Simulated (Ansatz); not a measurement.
Results of LDA (PAW; Ansatz, an electronic-structure program) for rock-salt HfC.

Run with plane-wave cutoff 520 eV, 16×16×16 k mesh, Fermi–Dirac smearing 0.1 eV, perturbation theory, force constants from a 4×4×4 q mesh, scalar-relativistic PAW data made under PBE.

Quasi-harmonic isothermal bulk modulus against temperature at zero pressure (zero-point motion included); the last value is withheld.

| T (K) | isothermal bulk modulus (GPa) |
|---|---|
| 300 | 252.9 |
| 400 | 250.5 |
| 500 | 248.0 |
| 600 | 245.5 |
| 700 | 242.9 |
| 800 | ? |

**Question.** Fit a straight line to the rows shown and predict the value at 800 K.

**Answer.** Means: 500 K and 247.96 GPa. Σ(T − T̄)(y − ȳ) = -2500.0 and Σ(T − T̄)² = 100000, so the slope is -0.025 GPa/K. At 800 K: 247.96 + (-0.025) × 300 = 240.5 GPa. The run gives 240.2 GPa.

Anharmonicity beyond the change of volume is left out, and so is the electrons' share.
